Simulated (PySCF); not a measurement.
Input of a run (PBE0-D3(BJ)/def2-SVP geometry optimisation, gas phase (PySCF 2.14.0)), started from GFN2-xTB:
```
{"job": {"xc": "PBE0", "basis": "def2-SVP", "d3": "d3bj", "grid": 1, "kind": "geom"}, "charge": -1, "multiplicity": 1}
O     -1.242983     0.041009     0.983812
C     -0.630280     0.407586    -0.218023
C      0.697095    -0.340185    -0.393492
S      1.563000    -0.385583     1.196066
H     -0.438927    -0.179996     1.545128
H     -0.431809     1.495771    -0.221443
H     -1.322119     0.185483    -1.044926
H      0.505084    -1.371888    -0.718087
H      1.314501     0.153797    -1.154215
```

Output (energies in Eh, forces in Eh/bohr):
```
step   0  E = -552.10258067  max force = 0.012976
step   1  E = -552.10390151  max force = 0.004372
step   2  E = -552.10398366  max force = 0.005111
step   3  E = -552.10408563  max force = 0.000797
step   4  E = -552.10409769  max force = 0.000337
optimisation converged
```

Summarise the run.

The energy falls by 4.0 kJ/mol over 5 energy and gradient evaluations, the largest force component goes from 0.0130 to 3.4e-04 Eh/bohr, and the atoms move by 0.071 Å rms after alignment. Among the bonds, C2–H7, C3–H8 and C3–H9 change most and about equally (+0.011 to +0.012 Å). Bonds longer at the end by more than 0.005 Å: 5 of 8; shorter: 1. Among the angles that change most is S4–C3–H8, from 108.6° to 111.0°. Among the dihedrals that turn most is H7–C2–C3–H9, from 77° to 66°. The energy never rose by more than 1e-6 Eh on the way. The first step brought 87 % of the lowering.

What are the final bond lengths?

O1–C2 1.394 Å, C2–C3 1.531 Å, C3–S4 1.819 Å, O1–H5 1.000 Å, C2–H6 1.116 Å, C2–H7 1.112 Å, C3–H8 1.111 Å, C3–H9 1.109 Å. Numbering counts from 1 in the input's order; the species is `OCC[S-]`.

The run used 85 basis functions and 34 SCF cycles in all. The run took 11 s of wall time on Arm Neoverse V1, one thread (shared host).

Whether it is a minimum is left open (no frequencies). The geometry's basis has no diffuse functions, a weakness for an anion.

One conformer stands for the species.
